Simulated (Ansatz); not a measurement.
A made-up structure of MgAlH$_{3}$O, closed shell:

```
6
angstrom
O -2.0313 -2.0707 -0.7002
Mg -0.6859 -0.6991 -0.2363
Al 1.3814 1.4082 0.4758
H -2.7537 -2.8067 -0.9479
H 2.6412 1.9631 -0.6696
H 1.4482 2.2053 2.0781
```

It is relaxed with PBE-D4/def2-SVP and then PBE0-D4/def2-TZVP (Ansatz 0.2.0). Atoms count as bonded within 1.22 times the sum of their covalent radii (H–H: 0.88 Å). The end point is not checked to be a true minimum.

Question: Does its bonding change? (Judge from chemistry; the calculation decides.)

Answer: By the calculation: No: no bond forms or breaks.

Where it ends: The first stage lowers the energy by 0.99 eV in 5 steps. It ends as MgAlH₃O ([OH][Mg][AlH2]):
```
6
angstrom
O -1.8136 -1.8489 -0.6253
Mg -0.6119 -0.6245 -0.2122
Al 1.2330 1.2570 0.4250
H -2.4590 -2.5059 -0.8456
H 2.3581 1.7530 -0.5971
H 1.2934 1.9692 1.8552
```

Labels in which every atom is bracketed show which atoms are joined, not bond orders.

For scale, one of the runs: PBE0-D4/def2-TZVP relaxation, 118 basis functions, launched by `ansatz run in.yaml --threads 2 --pin off --events-out ev --progress --plain --max-ram 4352MiB`. The run took about 8.5 s on 2 CPU threads of an Arm Neoverse V1 (shared host).
